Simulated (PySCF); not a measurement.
**Stretching O₂**

Set-up: basis O x2c-SVPall; spin-free X2C with a Gaussian nucleus; PySCF 2.14. Energies in eV from O + O in their ground configurations at the same level. State: ³Σg⁻ (triplet), unpaired electrons π ↑↑.

```
R (Å)  UHF-SCS-MP2
1.025       -2.577
1.073       -3.694
1.121       -4.332
1.156       -4.581
1.192       -4.685
1.228       -4.679
1.275       -4.549
1.335       -4.261
1.407       -3.818
1.502       -3.187
```

Problem. Put a parabola through the three lowest points of the UHF-SCS-MP2 curve and estimate Re, k and ωe (reduced mass 7.997 u; 1 eV/Å² = 0.16022 mdyn/Å; ωe = 1302.8·√(k/μ) cm⁻¹).

Solution. Through R = 1.156, 1.192, 1.228 Å the second-order coefficient is 42.4 eV/Å², so Re ≈ 1.208 Å, k ≈ 13.6 mdyn/Å and ωe ≈ 1699 cm⁻¹. A polynomial fit of higher order to the unrounded UHF-SCS-MP2 energies gives Re = 1.207 Å, k = 12.0 mdyn/Å, ωe = 1599 cm⁻¹; anharmonicity and rounding make the difference.

The higher-order fit for each curve: UHF-SCS-MP2: Re = 1.207 Å, ωe = 1599 cm⁻¹, De = 4.69 eV.

Correlated steps freeze 2 core orbitals. Correlated levels converge slowly with the basis: in double zeta they bind strong bonds too weakly, by up to about 1 eV, and carry superposition errors of some tenths. The state was picked by a PBE0 search and need not be the measured ground state.
